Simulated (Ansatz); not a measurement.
Name a neutral molecule of C, Cl, N, O and H with LUMO energy (PBE/def2-TZVPP) between -1.40 and -1.10 eV and LUMO energy (B3LYP/def2-TZVPP) between -0.65 and -0.35 eV (Ansatz, PBE0-D4/def2-TZVP geometry).

`COCC(=N)Cl` (-1.39 eV, -0.54 eV); `ClC1=NCO1` (-1.16 eV, -0.40 eV). Other molecules can fit too; these were computed, each in one conformer that needn't be the lowest.

B3LYP here is the variant with VWN-RPA as its local correlation; programs differ in this.
